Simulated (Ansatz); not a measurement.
in.yaml

```yaml
crystal:
  periodic: [false, false, false]
  atoms:
    - {symbol: Ge, position_ang: [0.000000, -0.026913, 0.000000]}
    - {symbol: H, position_ang: [0.000000, 0.969779, -1.244068]}
    - {symbol: H, position_ang: [0.000000, 0.969772, 1.244073]}
basis:
  gaussian: {orbitals: cc-pVDZ}
magnetization: {spin_polarized: false}
correlation: {method: ccsd_t, electrons: outside_noble_gas}
output: {forces: true}
```

```sh
$ ansatz run in.yaml --threads 1 --pin off --events-out ev --progress --plain --max-ram 2393MiB
```

Task: Roughly how long does this take on 1 thread of Intel Xeon 6975P-C, shared host, and how much host memory?

Result: 0.48 s wall and 0.1 GiB.

```
415 factors; integrals over basis functions are off by at most 1.1e-3 eV
mean field evaluation 1: about -56502.5793 eV, gradient 6.7e0 eV
mean field evaluation 2: about -56502.5803 eV, gradient 6.7e0 eV
mean field evaluation 4: about -56502.8433 eV, gradient 4.6e-1 eV
mean field evaluation 8: about -56502.8454 eV, gradient 1.5e-6 eV
mean field evaluation 16: about -56502.8452 eV, gradient 9.9e-2 eV
mean field -56502.84535946 eV, -2076.4412679559 hartree, gradient 1.3e-6 eV, S^2 0.000000; 0 other end points of the search recorded, 0 dependent functions left out; unrestricted orbitals would lower it
14 core orbitals not correlated: weight in the atoms' cores, before any rotation towards them, 0.999 or more for the frozen orbitals, at most 0.000 for the correlated occupied ones
reference -56502.84535946 eV, -2076.4412679559 hartree; 3, 3 occupied and 20, 20 virtual orbitals, 415 factors
second order -2.26490761 eV of doubles, -0.00000000 eV of singles
cycle   1  -2.75683277 eV  change   -4.9e-1 eV  update   6.1e-2
cycle   2  -2.97600618 eV  change   -2.2e-1 eV  update   2.6e-2
cycle   3  -2.98396866 eV  change   -8.0e-3 eV  update   8.1e-3
cycle   4  -2.98588031 eV  change   -1.9e-3 eV  update   2.5e-3
cycle   5  -2.98539452 eV  change    4.9e-4 eV  update   9.3e-4
cycle   6  -2.98532634 eV  change    6.8e-5 eV  update   3.1e-4
cycle   7  -2.98547749 eV  change   -1.5e-4 eV  update   9.1e-5
cycle   8  -2.98542759 eV  change    5.0e-5 eV  update   2.9e-5
cycle   9  -2.98542863 eV  change   -1.0e-6 eV  update   8.5e-6
cycle  10  -2.98543214 eV  change   -3.5e-6 eV  update   1.6e-6
perturbative correction -0.05446373 eV, -0.0020015051 hartree
the calculation of the forces begins
Total energy: -56505.88525533 eV, -2076.5529820686 hartree
Atom 0 at     0.000000    -0.026913     0.000000 Å, force    -0.000000    -0.809427    -0.000002 eV/Å
Atom 1 at     0.000000     0.969779    -1.244068 Å, force     0.000000     0.404713     0.269871 eV/Å
Atom 2 at     0.000000     0.969772     1.244073 Å, force     0.000000     0.404714    -0.269869 eV/Å
Dipole moment:     0.000000     0.035683     0.000000 e Å
```

Forces (eV/Å):
```
Ge   0.000 -0.809  0.000
H    0.000  0.405  0.270
H    0.000  0.405 -0.270
```

For the same geometry and basis full CI lies 17.0 meV lower.
